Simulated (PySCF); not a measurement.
**Computed NMR parameters against published values**

Geometry:
```
atom   x (Å)   y (Å)   z (Å)
  C1  -0.876  -1.039   0.332
  C2   0.203  -0.044   0.713
  C3  -0.144   1.356   0.247
  C4   1.564  -0.478   0.206
 Cl5   0.288  -0.006   2.532
  H6  -0.971  -1.071  -0.757
  H7  -1.839  -0.749   0.755
  H8  -0.628  -2.040   0.687
  H9  -1.105   1.675   0.653
 H10  -0.207   1.370  -0.845
 H11   0.618   2.071   0.559
 H12   1.550  -0.516  -0.887
 H13   1.821  -1.469   0.582
 H14   2.339   0.223   0.517
```

[PySCF 2.14.0 with density-fitted response routines: PBE0/pcSseg-2 with gauge-including orbitals; structure optimised with PBE0-D3(BJ)/def2-TZVP; rapidly exchanging positions averaged; no relativistic terms; one computed conformer; no solvent model]

Reference values: measured (solution, not stated per compound (mostly CDCl3 or CCl4); Pretsch, Buehlmann, Badertscher, Structure Determination of Organic Compounds, 4th ed. (2009)).
```tsv
atoms	quantity	reference	computed	computed, scaled
C2	δ ¹³C	66.7	72.6	63.2
C1/C3/C4	δ ¹³C	34.6	37.0	33.5
H6/H7/H8/H9/H10/H11/H12/H13/H14	δ ¹H	1.60	1.52	1.58
```

Computed shifts are σ(ref) − σ with the named reference compound (TMS for H and C) calculated as an isolated molecule at the same level. The measured values may be among those fitted. Scaled to experiment by linear calibration (H and C: mostly CDCl3 data, vs TMS): ¹³C: δ = 173.50 − 0.940σ -3.7 per attached Cl (rms 2.1 ppm, 507 shifts, 2.1 ppm with the 1 outlier that the fit left out); ¹H: δ = 29.34 − 0.925σ (rms 0.15 ppm, 293 shifts, 0.16 ppm with the 4 outliers that the fit left out). Occasional misses reach two or three times the rms, and more in compound classes unlike the fitted ones.

Q: How far are the unscaled ¹³C shifts from the references?

A: Mean signed difference +4.15 ppm, mean absolute 4.15 ppm over 2 comparisons; the largest is +5.9 ppm at C2 (fully substituted sp3 carbon bonded to Cl).

3 of the 4 published NMR values on file for this molecule are compared. The rest: 1 that an audit found false.

Carbons that carry Cl, above all several Cl atoms, come out too deshielded, partly because spin–orbit coupling is missing.
